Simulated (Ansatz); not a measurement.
Ansatz (an electronic-structure program) input (B3LYP/def2-SVP):

Ansatz 0.2 input:
```yaml
crystal:
  periodic: [false, false, false]
  atoms:
    - {symbol: C, position_ang: [1.14502538, -0.38142530, 0.14741238]}
    - {symbol: C, position_ang: [0.03204805, 0.65710997, 0.11064372]}
    - {symbol: O, position_ang: [-1.23308689, -0.12617052, -0.21931843]}
    - {symbol: H, position_ang: [-1.79541147, 0.09447728, 0.52177410]}
    - {symbol: H, position_ang: [0.20752425, 1.23918759, -0.81929277]}
    - {symbol: H, position_ang: [2.11943237, 0.13014009, 0.16693320]}
    - {symbol: H, position_ang: [1.09945895, -1.00981192, 1.05044502]}
    - {symbol: H, position_ang: [1.17125044, -1.09873694, -0.71364874]}
basis:
  gaussian:
    orbitals: def2-SVP
hamiltonian:
  xc: {name: B3LYP}
total_charge: -1
output: {forces: true}
```

Output:

```
WARN ansatz: RAYON_NUM_THREADS=1 ignored (pool sized by the plan → 1); use --threads N
Functional definition: B3LYP
integrals: 0.02 GiB planned
686 factors; integrals over basis functions are off by at most 1.2e-3 eV
mean field: 0.17 GiB planned
mean field evaluation 1: about -4194.5247 eV, gradient 2.8e1 eV
mean field evaluation 2: about -4193.4088 eV, gradient 3.5e1 eV
mean field evaluation 4: about -4196.6971 eV, gradient 1.8e0 eV
mean field evaluation 8: about -4196.6980 eV, gradient 1.1e-1 eV
mean field -4196.69798762 eV, -154.2258064210 hartree, gradient 5.3e-5 eV, S^2 0.000000; 0 other end points of the search recorded, 0 dependent functions left out
the calculation of the forces begins
reference -4196.69821296 eV, -154.2258147019 hartree; 13, 13 occupied and 54, 54 virtual orbitals, 686 factors
Total energy: -4196.69821296 eV, -154.2258147019 hartree
Atom 0 at     1.145025    -0.381425     0.147412 Å, force    -0.378402     0.419685    -0.159306 eV/Å
Atom 1 at     0.032048     0.657110     0.110644 Å, force    -0.443398    -0.171296     0.478758 eV/Å
Atom 2 at    -1.233087    -0.126171    -0.219318 Å, force     0.275217     0.002821    -0.179894 eV/Å
Atom 3 at    -1.795411     0.094477     0.521774 Å, force    -0.049490     0.072864     0.188893 eV/Å
Atom 4 at     0.207524     1.239188    -0.819293 Å, force     0.138490     0.189940    -0.396352 eV/Å
Atom 5 at     2.119432     0.130140     0.166933 Å, force     0.342826     0.112777     0.012697 eV/Å
Atom 6 at     1.099459    -1.009812     1.050445 Å, force     0.018409    -0.282479     0.301018 eV/Å
Atom 7 at     1.171250    -1.098737    -0.713649 Å, force     0.096347    -0.344311    -0.245814 eV/Å
Dipole moment:    -0.064191    -0.312057     0.022046 e Å
```

The dipole moment of an ion depends on the origin.
